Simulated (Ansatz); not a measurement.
C2HNO (`N#CC=O`), relaxed with RKS PBE-D4/def2-SVP in Ansatz from a rough embedded geometry. The force threshold is 0.03 eV/Å; the program also tests the step.

The species carries charge 0 and has multiplicity 1.

Start:

```xyz
5

N     0.530   -1.300   -1.510
C     0.213   -0.503   -0.657
C    -0.158    0.408    0.428
O     0.082    1.509    0.458
H    -0.668   -0.115    1.280
```

Task: How much energy does the relaxation release, and in how many steps? (Best estimate.)

Result: Computed: 42.80 kJ/mol, in 8 steps.

Task: Which bonds change most? (Estimate.)

Result: The calculation gave: C3–O4 from 1.127 to 1.212 Å; N1–C2 from 1.209 to 1.173 Å; C2–C3 from 1.465 to 1.475 Å; C3–H5 from 1.122 to 1.126 Å.

Task: Give the relaxed structure. (Estimate.)

Result: The calculation gave: 
```xyz
5

N     0.526   -1.263   -1.520
C     0.224   -0.541   -0.647
C    -0.154    0.374    0.447
O     0.099    1.559    0.423
H    -0.695   -0.129    1.297
```
